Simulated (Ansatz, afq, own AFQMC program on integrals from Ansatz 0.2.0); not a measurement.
Integrals from Ansatz 0.2.0, then the random walk in our own AFQMC program (afq).

```yaml
crystal:
  periodic: [false, false, false]
  atoms:
    - {symbol: Si, position_ang: [0.000000, 0.000000, 0.000000]}
    - {symbol: H, position_ang: [-0.011166, 1.090859, 1.083779]}
    - {symbol: H, position_ang: [-0.016843, -1.083830, 1.090736]}
    - {symbol: H, position_ang: [0.016843, 1.083830, -1.090736]}
    - {symbol: H, position_ang: [0.011166, -1.090859, -1.083779]}
basis:
  gaussian: {orbitals: 6-31G}
total_charge: 1
magnetization: {spin_polarized: true, initial_magnetization: 1}
correlation: {method: ccsd_t, electrons: outside_noble_gas, hamiltonian_folder: ham}
```

```sh
$ ansatz run in.yaml --threads 1 --pin off --events-out ev --progress --plain --max-ram 1843MiB
```

afq runs on the folder ham with

```
--method phaseless --trial cisd --walkers 200 --populations 1 --least-time 40 --time-step 0.005 --steps-per-block 50 --equilibration-blocks 28 --max-blocks 300 --target-error 0.00032 --factor-cut 1e-05 --start spin_pure --seed 7977 --release-times 0.24,0.51,0.99,1.62,2.4 --release-step 0.03 --release-every 4 --taylor-order 6
```

Times are imaginary, in 1/Eh. The walk had a cap of 521 s.

Log:

```
orbitals 16  electrons 4 3  factors 107 of 268
reference energy -290.72822165 Eh
CCSD correlation -0.07553616 Eh in 10 cycles, weight of the determinant in the CISD state 0.9335
energy of the start -290.803172 Eh
 block  time / (1/Eh)  mean weight  energy / Eh
     1     0.250  1.0005  -290.803024
     2     0.500  1.0003  -290.803315
     3     0.750  0.9995  -290.803648
     4     1.000  1.0003  -290.803820
     5     1.250  0.9996  -290.804037
    10     2.500  0.9996  -290.805130
    29     7.250  0.9998  -290.806610
    49    12.250  0.9993  -290.805480
    69    17.250  0.9998  -290.805140
    89    22.250  1.0003  -290.805961
   109    27.250  0.9994  -290.805271
   129    32.250  0.9996  -290.805244
   149    37.250  1.0004  -290.804729
   169    42.250  1.0000  -290.804829
   181    45.250  1.0001  -290.804686
   185    46.250  0.9996  -290.804986
blocks merged  error / Eh  count
     1  0.000035  160
     2  0.000044  80
     4  0.000054  40
     8  0.000066  20
    16  0.000085  10
released: time / (1/Eh)  energy / Eh  error  mean overlap
  0.24  -290.805228  0.000069  1.0039
  0.51  -290.805207  0.000058  1.0095
  0.99  -290.805414  0.000056  1.0028
  1.62  -290.805422  0.000043  1.0056
  2.40  -290.805381  0.000056  1.0056
energy -290.805315 +/- 0.000066 Eh
(rows thinned)
```

The run passed its tests (sampling time, drift between the halves within three errors, error under three times the target), which doesn't prove that it has relaxed. The second half of the sampling lies above the first by 2.6 errors of their difference, so the energy may still be moving and its error bar be too small.

Against this walk (error 1.8 meV) on the same determinant: CCSD(T) 13.4 meV higher, CCSDT(Q) 3.1 meV lower (within the noise), CCSDTQ 3.2 meV lower (within the noise), full CI 3.2 meV lower (within the noise). The error is statistical and leaves out the bias of the constraint. Released to 2.40 1/Eh the energy moves by -1.8 ± 2.4 meV (both errors), within twice the noise.

Cautions: constraint bias not in the error; unrestricted determinant slightly spin contaminated (⟨S²⟩ 0.81 against 0.75).

The walk took 93 s on 1 thread of Arm Neoverse V2, on a shared host. The log's last line is the phaseless energy.

CCSDT and higher add their correlation energy to the determinant of the CCSD(T) run, since their own runs factorise the integrals more tightly (a shift of under 2 meV). A walk keeps the symmetry of its determinant, which the program's search chose and which needn't be the lowest solution, so a lower state of the same spin and another symmetry isn't excluded.
